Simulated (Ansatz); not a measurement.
hcp Re

All values below come from r²SCAN in Ansatz (plane waves, PAW).

Run with plane-wave cutoff 500 eV, 20×12×1 k mesh (along the axes of the cell as run), Fermi–Dirac smearing 0.1 eV, scalar-relativistic PAW data made under PBE.

Cell: relaxed at this level.

```
Quantity                                Value
----------------------------------  ---------
surface energy of the (10-10) face  3.11 J/m²
work function of the (10-10) face     4.71 eV
```

The slab of 12 atoms is relaxed and unreconstructed.

Spin–orbit coupling is not included.

Static lattice: no zero-point or thermal effects.

Ansatz is a program for electronic structure.
